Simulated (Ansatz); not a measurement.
Several settings on one geometry of MgF2⁻ (that of the charge -1 doublet, r2SCAN-D4/def2-TZVPD). Ansatz on 4 threads of AMD EPYC 7B13 on a shared host; times are rough.

```xyz
3

Mg   -0.421   -0.264   -0.294
F     1.222   -0.124   -1.070
F    -0.801    0.388    1.365
```

Totals from different functionals, basis sets or treatments of relativity can't be compared as stabilities.

DK, ANO-RCC and x2c sets are all-electron and run with scalar relativity unless a key says otherwise.

Scalar relativity in a set contracted without it gives distorted totals.

(1) Give the basis size and estimate the energy, ⟨S²⟩ and time of these runs.

```csv
run,method,charge,state,further keys
1,ROKS ωB97M-V/STO-3G,-1,doublet,forces asked
2,ROKS PBEsol/def2-SVP,-1,doublet,pseudopotentials: {relativity: scalar}; forces asked
3,UKS PBE0-D4/ANO-RCC-VTZP,-1,doublet,scf: {lower_state_search: off}
```

## Answers

(1) 
| run | functions | energy (Eh) | ⟨S²⟩ | wall time |
| --- | --- | --- | --- | --- |
| 1 | 19 | -394.0956 | – | 1.5 s |
| 2 | 46 | -398.7974 | – | 0.45 s |
| 3 | 94 | -400.2161 | 0.75 | 1.2 s |

The highest occupied level of an anion often lies above zero with these methods, and sets without diffuse functions describe the outer electron poorly.
